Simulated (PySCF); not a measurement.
# Reproducing measurements on PH3

**The experiment to reproduce.**

NIST CCCBDB Release 22 (SRD 101), experimental dipoles lists, for the gas: dipole moment (microwave Stark effect) 0.58 D.

How close the calculation comes is told at the end.

Compound: PH3.
Atom-mapped SMILES: `[PH3:1]` (hydrogens: H2, H3, H4 on P1)

Structure used (PBE0-D3(BJ)/def2-SVP), in Å, numbered top down from 1:
```
atom  x, y, z in Å
P1    -0.0045    0.0039    0.5743
H2    -0.4703    1.0984   -0.2175
H3     1.1972   -0.1318   -0.1867
H4    -0.7019   -0.9610   -0.2158
```

Runs made with PySCF (gas phase, on this PBE0-D3(BJ)/def2-SVP geometry; no spin–orbit coupling):

| level | job | basis functions |
| --- | --- | --- |
| PBE0-D3(BJ)/def2-SVP, grid level 1 | geometry optimisation from a GFN2-xTB start | 33 |
| PBE0/pcSseg-1 | shieldings, charges and field gradients | 39 |

Results beside the measurements:

**Dipole moment.** Measured: 0.58 D (NIST CCCBDB Release 22 (SRD 101), experimental dipoles).

```
               level  computed (D)  computed − measured (D)  % (from the printed values)
PBE0-D3(BJ)/def2-SVP          0.91                    +0.33                          +57
       PBE0/pcSseg-1          0.98                    +0.40                          +69
```

Closest is PBE0-D3(BJ)/def2-SVP (+0.33 D), furthest PBE0/pcSseg-1 (+0.40 D); one molecule doesn't rank methods. The computed dipoles belong to one fixed geometry; measured ones are averaged over vibrations unless marked μe. Magnitudes are compared, not signs.

No measured geometry was used, and the causes of the misses weren't examined.
